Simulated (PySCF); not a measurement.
Bond dissociation energies of `F[C@H]1CC=CO1` (C4H5FO)

Molecule: `F[C@H]1CC=CO1` (C4H5FO). Atom numbers as in the mapped SMILES `[F:1][C@H:2]1[CH2:3][CH:4]=[CH:5][O:6]1`.

Computed at M06-2X/def2-TZVP // GFN2-xTB with PySCF (density fitting, grid level 3). Thermal corrections: GFN2-xTB frequencies, unscaled, ideal gas at 298.15 K and 1 bar, quasi-RRHO entropy.

```csv
bond,r / Å,radicals,BDE(298 K) / kJ/mol,BDFE / kJ/mol,D₀ / kJ/mol,Dₑ / kJ/mol
C3–H,1.091,F[C@H]1[CH]C=CO1 + H•,353,317,347,382
C2–H,1.096,F[C]1CC=CO1 + H•,414,379,408,442
C5–H,1.073,F[C@H]1CC=[C]O1 + H•,484,448,478,511
F1–C2,1.383,F• + [CH]1CC=CO1,486,441,481,498
C4–H,1.070,F[C@H]1C[C]=CO1 + H•,493,456,486,519
```

Homolysis to relaxed radicals in the gas phase; the table need not hold every single bond outside rings.

Weakest of these: C3–H (353 kJ/mol); highest value: C4–H (493 kJ/mol).

Known limits: the order of C5–H and F1–C2, of F1–C2 and C4–H is undecided: the gaps lie inside the method's error (some 20 kJ/mol, one structure a species); radicals beside a multiple bond are drawn in one resonance form, and their spin spreads.
